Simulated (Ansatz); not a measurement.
Ansatz (a first-principles code) input (MP2/aug-cc-pVQZ):

Ansatz 0.2 input:
```yaml
crystal:
  periodic: [false, false, false]
  atoms:
    - {symbol: N, position_ang: [0.00224146, -0.00382052, 0.11155442]}
    - {symbol: H, position_ang: [-0.00202883, 0.95117179, -0.22808750]}
    - {symbol: H, position_ang: [0.80949996, -0.46442426, -0.29287493]}
    - {symbol: H, position_ang: [-0.82316134, -0.46000387, -0.25991854]}
basis:
  gaussian:
    orbitals: aug-cc-pVQZ
magnetization: {spin_polarized: false}
correlation: {method: mp2, electrons: outside_noble_gas}
```

Output:

```
Functional definition: HF
integrals: 0.39 GiB planned
1275 factors; integrals over basis functions are off by at most 8.3e-4 eV
mean field: 0.65 GiB planned
mean field evaluation 1: about -1527.9180 eV, gradient 3.2e1 eV
mean field evaluation 2: about -1527.9179 eV, gradient 3.2e1 eV
mean field evaluation 4: about -1529.9179 eV, gradient 1.6e0 eV
mean field evaluation 8: about -1529.9300 eV, gradient 7.6e-4 eV
mean field -1529.93000811 eV, -56.2238907744 hartree, gradient 1.0e-6 eV, S^2 0.000000; 0 other end points of the search recorded, 0 dependent functions left out
1 core orbitals not correlated
reference -1529.93000811 eV, -56.2238907744 hartree; 4, 4 occupied and 213, 213 virtual orbitals, 1275 factors
second order -6.90724267 eV of doubles, -0.00000000 eV of singles
Total energy: -1536.83725079 eV, -56.4777272607 hartree
```
